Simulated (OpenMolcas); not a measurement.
N2H (dinitrogen monohydride): a line through the functionals

N2H: 3 atoms, total charge 0, spin state doublet. As SMILES, `[N]=N`. The shape is that of a PBE0-D4/def2-TZVP optimisation.

The vertical energy of the quartet above the doublet y, in eV, basis def2-TZVPPD; a is the functional's share of exact exchange. Programs: OpenMolcas 26.06.

| functional | program | a | y (eV) |
| --- | --- | --- | --- |
| UPBE | OpenMolcas | 0 | 6.14 |
| UTPSS | OpenMolcas | 0 | 6.06 |
| UB3LYP | OpenMolcas | 0.2 | ? |
| UPBE0 | OpenMolcas | 0.25 | 6.01 |
| UBHLYP | OpenMolcas | 0.5 | 5.92 |

Task: Fit y = c + s·a to the known rows and predict UB3LYP.

Result: 
1. Means of the 4 rows: a = 0.1875, y = 6.032.
2. Σ(Δa)² = 0.17188, Σ(Δa·Δy) = -0.061875, so the slope is -0.061875/0.17188 = -0.35999.
3. Intercept: 6.032 − (-0.35999) × 0.1875 = 6.099. The largest residual of the fit is 0.041.
4. UB3LYP: 6.099 + (-0.35999) × 0.2 = 6.03 eV.

The run gave 6.12 eV, so the prediction is off by -0.09 eV, more than the scatter of the fit. Exact exchange favours the state with more unpaired electrons. The rows mix families of semi-local functionals, which the line can't see.
